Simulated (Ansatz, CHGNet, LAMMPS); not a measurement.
## Volume per atom of hcp Sc: levels of theory against measurement

Reference value: 24.77 Å³/atom (measured, copied from a table, unchecked, extrapolated to 0 K and zero-point effects removed; as tabulated in Lejaeghere et al. (2013), arXiv:1204.2733).

```csv
level (code),value (Å³/atom),error (%)
Lennard-Jones uff-vdw (LAMMPS),23.22,-6.3
CHGNet 0.3.0,24.64,-0.5
LDA (Ansatz),22.53,-9.0
BLYP (Ansatz),24.99,+0.9
PBE (Ansatz),24.65,-0.5
revPBE (Ansatz),25.36,+2.4
RPBE (Ansatz),25.61,+3.4
PBE-D3(BJ) (Ansatz),23.47,-5.2
r²SCAN (Ansatz),24.92,+0.6
r²SCAN-D4 (Ansatz),24.68,-0.4
r²SCAN+rVV10 (Ansatz),24.69,-0.3
HSE06 (Ansatz),25.29,+2.1
```

Leaving aside Lennard-Jones uff-vdw (doubt noted below): Once the reference is moved by up to 2.0 % (a margin picked here for doubts on the reference and the settings) and values within 0.3 % count as equal, the nearest can be r²SCAN+rVV10 (-0.3 %), r²SCAN-D4 (-0.4 %), PBE (-0.5 %), CHGNet 0.3.0 (-0.5 %), r²SCAN (+0.6 %), BLYP (+0.9 %), HSE06 (+2.1 %) or revPBE (+2.4 %). Farthest off among them: LDA (-9.0 %).

The crystal itself was run without spin with LDA, BLYP, PBE, revPBE, RPBE, PBE-D3(BJ), r²SCAN, r²SCAN-D4, r²SCAN+rVV10, HSE06; a magnetic state was not tried in these runs. Lennard-Jones uff-vdw: this is a force field's van der Waals term alone, without bonds or charges. HSE06: exact exchange on metals is sensitive to the k mesh and can open a false gap. HSE06: the run warned that the count of filled bands differs between k points. Cutoffs and k meshes differ between the levels. Ansatz's density-functional and Hartree–Fock values are scalar-relativistic unless marked +SOC, with PAW data made under PBE.

Machine-learned potentials (CHGNet 0.3.0) are trained on DFT data: a solid inside that data is no test of them.

Differences are worked out from the printed values.

Ansatz is a quantum-chemistry and plane-wave program.
